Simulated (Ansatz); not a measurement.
Q: Name a neutral molecule of Cl, F, Si with HOMO energy (B3LYP/def2-TZVPP) between -8.05 and -7.75 eV and HOMO–LUMO gap (B3LYP/def2-TZVPP) between 4.95 and 5.25 eV (Ansatz, PBE0-D4/def2-TZVP geometry).

A: `F[Si]Cl` (-7.79 eV, 5.09 eV). Other molecules can fit too; these were computed, each in one conformer that needn't be the lowest.

B3LYP here is the variant with VWN-RPA as its local correlation; programs differ in this.
